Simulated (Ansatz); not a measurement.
# CH4SSi: the cost of one run

Method: RKS PBE-D4/def2-SVPD, in Ansatz 0.2.0.

### 1 The starting structure

Bond lengths: C1–Si2 1.785 Å, Si2–S3 2.133 Å, C1–H4 1.049 Å, C1–H5 1.116 Å, C1–H6 1.158 Å, S3–H7 1.388 Å. Angles: C1–Si2–S3 107.2°, Si2–C1–H4 114.0°, Si2–C1–H5 115.0°, Si2–C1–H6 112.1°, H4–C1–H5 104.5°, H4–C1–H6 107.2°, H5–C1–H6 103.0°, Si2–S3–H7 98.0°.

Coordinates:

```xyz
7

C    -0.8601    0.6070   -0.2413
Si    0.3020   -0.0554    0.9407
S     1.6235   -1.3422   -0.1299
H    -1.4161   -0.1241   -0.7473
H    -0.4079    1.2264   -1.0524
H    -1.6156    1.3333    0.2508
H     2.4354   -1.7130    0.9336
```

### 2 Relaxing end A

Input file input.yaml:

```yaml
crystal:
  periodic: [false, false, false]
  atoms:
    - { symbol: C, position_ang: [-0.8601, 0.607, -0.2413] }
    - { symbol: Si, position_ang: [0.302, -0.0554, 0.9407] }
    - { symbol: S, position_ang: [1.6235, -1.3422, -0.1299] }
    - { symbol: H, position_ang: [-1.4161, -0.1241, -0.7473] }
    - { symbol: H, position_ang: [-0.4079, 1.2264, -1.0524] }
    - { symbol: H, position_ang: [-1.6156, 1.3333, 0.2508] }
    - { symbol: H, position_ang: [2.4354, -1.713, 0.9336] }
basis:
  gaussian: { orbitals: def2-SVPD }
hamiltonian:
  xc: pbe
  dispersion: d4
relax:
  f_tol: 0.015
  max_steps: 40
```

Started as:

```console
$ ansatz run input.yaml --threads 2 --pin off --max-ram 3072MiB --backend cpu --events-out ev --progress --plain --runs-dir out
```

Q: Estimate wall time and peak memory on 2 threads of AMD EPYC 7R43 (Zen 3), shared host.

About 25 s, with a peak of 0.15 GiB.
